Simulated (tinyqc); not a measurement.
The basis set: RHF and MP2 along a ladder of basis sets, for NH3, spin multiplicity 1. Computed by the program tinyqc with PySCF. Same geometry throughout; the dipole is taken about the origin.

Geometry (angstrom):
```
atom        x        y       z
N      0.0000   0.0000  0.3070
H      0.9070   0.0000  0.0000
H     -0.4540   0.7860  0.0000
H     -0.4540  -0.7860  0.0000
```

RHF and frozen-core MP2 in a ladder of bases:
```
basis        functions  E(RHF) (hartree)  E(MP2 corr) (hartree)  HOMO (eV)  LUMO (eV)  dipole (debye)
sto-3g               8         -55.43797               -0.04116     -9.516     18.918           1.610
6-31g               15         -56.15878               -0.11064    -11.075      6.285           2.057
6-31g**             29         -56.19009               -0.18285    -11.209      6.446           1.651
cc-pvdz             29         -56.18842               -0.18244    -11.172      5.354           1.480
aug-cc-pvdz         50         -56.19966               -0.19522    -11.463      1.005           1.436
cc-pvtz             72         -56.21357               -0.23201    -11.380      3.893           1.449
```

Estimate the missing row, basis = 3-21g.

Computed row:
```
basis  functions  E(RHF) (hartree)  E(MP2 corr) (hartree)  HOMO (eV)  LUMO (eV)  dipole (debye)
3-21g         15         -55.86527               -0.10773    -10.786      7.832           1.924
```

From cc-pVDZ to cc-pVTZ the RHF energy falls by 25.2 mhartree and the correlation energy by 49.6. If valence correlation converges as X^-3, (27 E(T) - 8 E(D))/19 gives -0.2529 hartree, a rough estimate from such small X that usually falls short; STO-3G holds about 16 % of it. Beyond STO-3G the LUMO moves by 6.8 eV and the HOMO by 0.7 eV; diffuse functions lower the positive LUMO sharply, since an unbound virtual level tracks the most diffuse function.
